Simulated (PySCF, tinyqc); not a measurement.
Inside a calculation. Method: FCI on RHF in the sto-3g basis, for HF, spin multiplicity 1. The lowest restricted solution is unstable here: a spin-polarised one lies 0.0842 hartree lower (PySCF). Computed by tinyqc, a small Python program that keeps every step (integrals from PySCF). Settings: charge = 0, multiplicity = 1, basis = sto-3g, method = RHF, energy threshold = 1e-10, iteration cap = 89, orthogonalisation = symmetric, start = Wolfsberg-Helmholz matrix, DIIS depth = 6, ci = FCI, davidson = 1. Command: `OMP_NUM_THREADS=1 python tinyqc.py 23065 23066 out.jsonl` (the two numbers bound the seeds that draw the settings). One thread of a shared host (Intel(R) Xeon(R) Processor @ 2.60GHz), about 0.1 s of CPU time with the checks. The early iterations of the SCF are left out here.

## One-electron integrals

Geometry (angstrom):
```
atom         x         y         z
F     0.000000  0.000000  0.000000
H     0.000000  0.000000  1.589000
```

Basis sto-3g: exponents (1/bohr^2) and contraction coefficients of normalised primitives:
```
element  l (shell)    exponent  coefficient
F            s (1)  166.679130     0.154329
F            s (1)   30.360812     0.535328
F            s (1)    8.216821     0.444635
F            s (2)    6.464803    -0.099967
F            s (2)    1.502281     0.399513
F            s (2)    0.488588     0.700115
F            p (3)    6.464803     0.155916
F            p (3)    1.502281     0.607684
F            p (3)    0.488588     0.391957
H            s (1)    3.425251     0.154329
H            s (1)    0.623914     0.535328
H            s (1)    0.168855     0.444635
```

Overlap, kinetic and nuclear-attraction integrals over the contracted functions; the nuclear repulsion is the sum of Za Zb / Rab.

nuclear repulsion = 2.99722775 hartree

overlap S, lower triangle:
```
           1F 1s     1F 2s    1F 2px    1F 2py    1F 2pz     2H 1s
1F 1s   1.000000
1F 2s   0.237990  1.000000
1F 2px  0.000000  0.000000  1.000000
1F 2py  0.000000  0.000000  0.000000  1.000000
1F 2pz  0.000000  0.000000  0.000000  0.000000  1.000000
2H 1s   0.010507  0.137301  0.000000  0.000000  0.130119  1.000000
```

kinetic energy T (hartree), lower triangle:
```
            1F 1s      1F 2s    1F 2px    1F 2py    1F 2pz     2H 1s
1F 1s   36.984577
1F 2s   -0.212858   1.037995
1F 2px   0.000000   0.000000  3.248015
1F 2py   0.000000   0.000000  0.000000  3.248015
1F 2pz   0.000000   0.000000  0.000000  0.000000  3.248015
2H 1s   -0.002932  -0.017855  0.000000  0.000000  0.007057  0.760032
```

nuclear attraction V (hartree), lower triangle:
```
             1F 1s       1F 2s      1F 2px      1F 2py      1F 2pz      2H 1s
1F 1s   -77.342605
1F 2s    -9.256065  -11.874217
1F 2px    0.000000    0.000000  -11.773287
1F 2py    0.000000    0.000000    0.000000  -11.773287
1F 2pz   -0.005015   -0.062733    0.000000    0.000000  -11.798886
2H 1s    -0.418785   -1.084596    0.000000    0.000000   -0.848721  -4.215619
```

core Hamiltonian H = T + V (hartree), lower triangle:
```
             1F 1s       1F 2s     1F 2px     1F 2py     1F 2pz      2H 1s
1F 1s   -40.358028
1F 2s    -9.468923  -10.836222
1F 2px    0.000000    0.000000  -8.525273
1F 2py    0.000000    0.000000   0.000000  -8.525273
1F 2pz   -0.005015   -0.062733   0.000000   0.000000  -8.550871
2H 1s    -0.421717   -1.102450   0.000000   0.000000  -0.841665  -3.455587
```

## Two-electron integrals

Functions are numbered as in S; the eight-fold symmetry (ij|kl) = (ji|kl) = (kl|ij) leaves the list below.

Two-electron integrals (ij|kl) in chemists' order, unique and non-zero (hartree):
```
(11|11) 5.403501   (21|11) 0.841920   (21|21) 0.156299   (22|11) 1.268028
(22|21) 0.292344   (22|22) 0.926167   (31|31) 0.027998   (32|31) 0.043169
(32|32) 0.204588   (33|11) 1.264502   (33|21) 0.292403   (33|22) 0.925959
(33|33) 0.997514   (41|41) 0.027998   (42|41) 0.043169   (42|42) 0.204588
(43|43) 0.053770   (44|11) 1.264502   (44|21) 0.292403   (44|22) 0.925959
(44|33) 0.889973   (44|44) 0.997514   (51|51) 0.027998   (52|51) 0.043169
(52|52) 0.204588   (53|53) 0.053770   (54|54) 0.053770   (55|11) 1.264502
(55|21) 0.292403   (55|22) 0.925959   (55|33) 0.889973   (55|44) 0.889973
(55|55) 0.997514   (61|11) 0.037632   (61|21) 0.006931   (61|22) 0.012897
(61|33) 0.012883   (61|44) 0.012883   (61|51) 0.000257   (61|52) 0.000487
(61|55) 0.012929   (61|61) 0.000310   (62|11) 0.112057   (62|21) 0.026254
(62|22) 0.095101   (62|33) 0.093749   (62|44) 0.093749   (62|51) 0.001725
(62|52) 0.014632   (62|55) 0.097711   (62|61) 0.001180   (62|62) 0.012993
(63|31) 0.002542   (63|32) 0.015910   (63|53) 0.002964   (63|63) 0.001811
(64|41) 0.002542   (64|42) 0.015910   (64|54) 0.002964   (64|64) 0.001811
(65|11) 0.084355   (65|21) 0.019997   (65|22) 0.077774   (65|33) 0.074779
(65|44) 0.074779   (65|51) 0.003603   (65|52) 0.026474   (65|55) 0.083678
(65|61) 0.000926   (65|62) 0.013123   (65|65) 0.014984   (66|11) 0.332080
(66|21) 0.079013   (66|22) 0.330723   (66|33) 0.323204   (66|44) 0.323204
(66|51) 0.004893   (66|52) 0.059877   (66|55) 0.345646   (66|61) 0.003551
(66|62) 0.063474   (66|65) 0.075946   (66|66) 0.774606
```

## Orthogonalisation

S = U s U^T; symmetric (Loewdin) form X = U s^(-1/2) U^T, so that X^T S X = 1.

eigenvalues of S: 0.721195  0.885753  1.000000  1.000000  1.104240  1.288813

X, lower triangle:
```
            1F 1s      1F 2s    1F 2px    1F 2py     1F 2pz     2H 1s
1F 1s    1.022296
1F 2s   -0.124366   1.029828
1F 2px   0.000000   0.000000  1.000000
1F 2py   0.000000   0.000000  0.000000  1.000000
1F 2pz  -0.000882   0.007071  0.000000  0.000000   1.006522
2H 1s    0.007558  -0.071861  0.000000  0.000000  -0.066573  1.013912
```

## Iteration 8 (converged): orbitals

converged F (hartree), lower triangle:
```
             1F 1s      1F 2s     1F 2px     1F 2py     1F 2pz      2H 1s
1F 1s   -25.925216
1F 2s    -6.626494  -3.009415
1F 2px    0.000000   0.000000  -0.466224
1F 2py    0.000000   0.000000   0.000000  -0.466224
1F 2pz   -0.009079   0.000037   0.000000   0.000000  -0.154157
2H 1s    -0.299623  -0.335704   0.000000   0.000000  -0.300121  -0.165476
```

Diagonalise F' = X^T F X, C = X C', fill 5 alpha and 5 beta electrons from the bottom; D = 2 C_occ C_occ^T. Each column has its largest component positive (the first on a tie).

F' = X^T F X (hartree), lower triangle:
```
            1          2          3          4          5          6
1  -25.459704
2   -3.380597  -1.851434
3    0.000000   0.000000  -0.466224
4    0.000000   0.000000   0.000000  -0.466224
5   -0.016426   0.028910   0.000000   0.000000  -0.116478
6   -0.002479  -0.169572   0.000000   0.000000  -0.288850  -0.095767
```

orbital energies (hartree): MO1 -25.934284, MO2 -1.398476, MO3 -0.466224, MO4 -0.466224, MO5 -0.386497, MO6 0.195874

coefficients C:
```
              MO1        MO2       MO3        MO4        MO5        MO6
1F 1s    0.995087  -0.262229  0.000000   0.000000   0.027647   0.029780
1F 2s    0.019936   1.019265  0.000000   0.000000  -0.138055  -0.151225
1F 2px   0.000000   0.000000  0.851530  -0.524306   0.000000   0.000000
1F 2py   0.000000   0.000000  0.524306   0.851530   0.000000   0.000000
1F 2pz   0.000531   0.003614  0.000000   0.000000   0.691500  -0.734427
2H 1s   -0.001511   0.058533  0.000000   0.000000   0.642064   0.788668
```

D after iteration 8, lower triangle:
```
            1F 1s      1F 2s    1F 2px    1F 2py    1F 2pz     2H 1s
1F 1s    2.119452
1F 2s   -0.502519   2.116717
1F 2px   0.000000   0.000000  2.000000
1F 2py   0.000000   0.000000  0.000000  2.000000
1F 2pz   0.037396  -0.183541  0.000000  0.000000  0.956372
2H 1s    0.001797  -0.058019  0.000000  0.000000  0.888396  0.831349
```

Within a degenerate level the vectors are fixed only up to a rotation; this is one choice.

## Convergence

Stop when the energy changes by less than 1e-10 hartree and every element of the error matrix X^T (F D S - S D F) X is below 3e-06.

Course of the cycle:
```
iteration   E (hartree)     change  largest element of the error matrix
1          -97.99211149          -                             3.34e-01
2          -98.29776829  -3.06e-01                             3.38e-01
3          -98.38137114  -8.36e-02                             3.58e-02
4          -98.38226519  -8.94e-04                             1.07e-03
5          -98.38226629  -1.11e-06                             1.05e-04
6          -98.38226630  -6.89e-09                             1.51e-05
7          -98.38226630  -1.45e-10                             8.81e-10
8          -98.38226630  -7.11e-14                             5.15e-10
```

PySCF RHF in the same basis = -98.38226630 hartree

Converged in 8 iterations.

## Integrals over molecular orbitals

(pq|rs) = sum C_ip C_jq C_kr C_ls (ij|kl), one index at a time.

one-electron integrals over orbitals h = C^T H C (hartree), lower triangle:
```
            1          2          3          4          5          6
1  -40.341098
2    0.732336  -9.102586
3    0.000000   0.000000  -8.525273
4    0.000000   0.000000   0.000000  -8.525273
5   -0.072156   0.334995   0.000000   0.000000  -6.233560
6   -0.081776   0.475542   0.000000   0.000000   2.559739  -5.755414
```

Two-electron integrals over orbitals (pq|rs), unique and non-zero (hartree):
```
(11|11) 5.365254    (21|11) -0.529551   (21|21) 0.082335    (22|11) 1.251473
(22|21) -0.023901   (22|22) 0.888309    (31|31) 0.029509    (32|31) 0.040553
(32|32) 0.193224    (33|11) 1.264033    (33|21) -0.015406   (33|22) 0.904566
(33|33) 0.997514    (41|41) 0.029509    (42|41) 0.040553    (42|42) 0.193224
(43|43) 0.053770    (44|11) 1.264033    (44|21) -0.015406   (44|22) 0.904566
(44|33) 0.889973    (44|44) 0.997514    (51|11) 0.055258    (51|21) -0.008535
(51|22) 0.002974    (51|33) 0.001642    (51|44) 0.001642    (51|51) 0.015276
(52|11) -0.077884   (52|21) 0.002662    (52|22) -0.038998   (52|33) -0.044620
(52|44) -0.044620   (52|51) 0.020462    (52|52) 0.114925    (53|31) -0.003853
(53|32) -0.016023   (53|53) 0.029951    (54|41) -0.003853   (54|42) -0.016023
(54|54) 0.029951    (55|11) 0.819555    (55|21) -0.007846   (55|22) 0.639148
(55|33) 0.625422    (55|44) 0.625422    (55|51) -0.000660   (55|52) -0.002330
(55|55) 0.618073    (61|11) 0.060302    (61|21) -0.009499   (61|22) 0.002446
(61|33) 0.001840    (61|44) 0.001840    (61|51) -0.013975   (61|52) -0.021631
(61|55) 0.002378    (61|61) 0.016650    (62|11) -0.088687   (62|21) 0.002573
(62|22) -0.049698   (62|33) -0.050684   (62|44) -0.050684   (62|51) -0.019948
(62|52) -0.090638   (62|55) -0.016939   (62|61) 0.019912    (62|62) 0.091696
(63|31) -0.004028   (63|32) -0.016782   (63|53) -0.025408   (63|63) 0.027335
(64|41) -0.004028   (64|42) -0.016782   (64|54) -0.025408   (64|64) 0.027335
(65|11) -0.465171   (65|21) 0.007522    (65|22) -0.285730   (65|33) -0.283631
(65|44) -0.283631   (65|51) 0.001015    (65|52) 0.054919    (65|55) -0.078844
(65|61) -0.003081   (65|62) 0.019286    (65|65) 0.272577    (66|11) 0.791881
(66|21) -0.008350   (66|22) 0.604282    (66|33) 0.592348    (66|44) 0.592348
(66|51) 0.006190    (66|52) 0.028331    (66|55) 0.612582    (66|61) -0.004732
(66|62) -0.038038   (66|65) -0.033509   (66|66) 0.629176
```

## FCI: determinants and Hamiltonian

Hartree-Fock energy = -98.38226630 hartree

Slater-Condon rules over spin orbitals, with the nuclear repulsion added and E(HF) subtracted on the diagonal. Only determinants linked to the reference directly or through others are kept (one block of an abelian symmetry group), so some states are absent.

Occupation strings over the orbitals (2 doubly, a alpha, b beta, 0 empty; spin orbitals ordered 1a 1b 2a 2b ...): 222220 2222ab 2a222b a2222b 2222ba 2b222a b2222a 222202 2a22b2 a222b2 222022 220222 2b22a2 202222 ab2222 b222a2 ba2222 022222

H - E(HF) between determinants (hartree), lower triangle:
```
           222220     2222ab     2a222b     a2222b     2222ba     2b222a     b2222a     222202
222220   0.000000
2222ab   0.000000   0.242367
2a222b   0.000000  -0.009045   1.081764
a2222b   0.000000  -0.009271   0.028262  25.354926
2222ba   0.000000  -0.272577  -0.019286   0.003081   0.242367
2b222a   0.000000  -0.019286  -0.091696  -0.019912  -0.009045   1.081764
b2222a   0.000000   0.003081  -0.019912  -0.016650  -0.009271   0.028262  25.354926
222202   0.272577   0.045334  -0.054919  -0.001015  -0.045334   0.054919   0.001015   0.506819
2a22b2  -0.019286   0.054919  -0.252220   0.007522  -0.021098   0.090638   0.019948   0.039707
a222b2   0.003081   0.001015   0.007522  -0.431662  -0.007110   0.021631   0.013975   0.016121
222022   0.027335   0.025408   0.016782   0.004028  -0.025408  -0.016782  -0.004028   0.029951
220222   0.027335   0.025408   0.016782   0.004028  -0.025408  -0.016782  -0.004028   0.029951
2b22a2   0.019286  -0.021098   0.090638   0.019948   0.054919  -0.252220   0.007522  -0.039707
202222   0.091696   0.090638   0.011661  -0.002573  -0.090638  -0.011661   0.002573   0.114925
ab2222  -0.019912  -0.019948   0.002573  -0.050649   0.021631  -0.007178   0.009499  -0.020462
b222a2  -0.003081  -0.007110   0.021631   0.013975   0.001015   0.007522  -0.431662  -0.016121
ba2222   0.019912   0.021631  -0.007178   0.009499  -0.019948   0.002573  -0.050649   0.020462
022222   0.016650   0.013975   0.009499  -0.065034  -0.013975  -0.009499   0.065034   0.015276

           2a22b2     a222b2     222022     220222     2b22a2     202222     ab2222     b222a2
2a22b2   1.375591
a222b2   0.028766  25.641560
222022   0.016023   0.003853   0.636163
220222   0.016023   0.003853   0.053770   0.636163
2b22a2  -0.114925  -0.020462  -0.016023  -0.016023   1.375591
202222   0.076374  -0.002662   0.193224   0.193224  -0.076374   2.472447
ab2222   0.002662  -0.115261  -0.040553  -0.040553   0.012488  -0.012711  26.921175
b222a2  -0.020462  -0.015276  -0.003853  -0.003853   0.028766   0.002662   0.008535  25.641560
ba2222   0.012488   0.008535   0.040553   0.040553   0.002662   0.012711  -0.082335  -0.115261
022222   0.008535  -0.039797   0.029509   0.029509  -0.008535   0.082335   0.492939   0.039797

           ba2222     022222
ba2222  26.921175
022222  -0.492939  55.120520
```

## FCI: roots

Diagonalise (each vector has its largest component positive (the first on a tie)); all determinants have Ms = 0, so triplets appear too. The lowest singlet root is the correlation energy.

lowest roots of this matrix, relative to E(HF) (hartree): -0.122555  -0.031679  0.479695  0.582393  0.590418  0.680372  0.914701  0.962667

lowest vectors:
```
           root 1     root 2     root 3     root 4
222220   0.914464   0.000000  -0.174819   0.000000
2222ab   0.029914   0.706713   0.655735   0.000000
2a222b  -0.011975   0.017000  -0.058641   0.000000
a2222b   0.000035   0.000187   0.000418   0.000000
2222ba  -0.029914   0.706713  -0.655735   0.000000
2b222a   0.011975   0.017000   0.058641   0.000000
b2222a  -0.000035   0.000187  -0.000418   0.000000
222202  -0.400486   0.000000  -0.297961   0.000000
2a22b2   0.017854  -0.016374  -0.057618   0.000000
a222b2   0.000096   0.000157   0.000106   0.000000
222022  -0.014364   0.000000  -0.058484   0.707107
220222  -0.014364   0.000000  -0.058484  -0.707107
2b22a2  -0.017854  -0.016374   0.057618   0.000000
202222  -0.015462   0.000000  -0.017967   0.000000
ab2222   0.000379  -0.000031   0.000483   0.000000
b222a2  -0.000096   0.000157  -0.000106   0.000000
ba2222  -0.000379  -0.000031  -0.000483   0.000000
022222  -0.000150   0.000000  -0.000078   0.000000
```

<S^2> of these roots: 0.000000  2.000000  0.000000  0.000000  0.000000  0.000000  2.000000  0.000000

weight of the ground state by excitation level 0, 1, 2, ...: 0.836245  0.002076  0.161679

The reference has a weight of only 0.84: one determinant is a poor start here. A root of higher spin lies below E(HF).

## The lowest root by the Davidson method

Start from the reference; add the residual divided by (theta - H_ii), orthogonalised, at each step.

Davidson iterations:
```
iteration  subspace  lowest Ritz value (hartree)  residual norm
1                 1                            0       2.93e-01
2                 2                  -0.11955325       6.72e-02
3                 3                  -0.12245061       1.10e-02
4                 4                  -0.12255205       2.01e-03
5                 5                  -0.12255492       3.53e-04
6                 6                  -0.12255500       1.98e-05
7                 7                  -0.12255500       1.57e-06
8                 8                  -0.12255500       3.75e-08
```
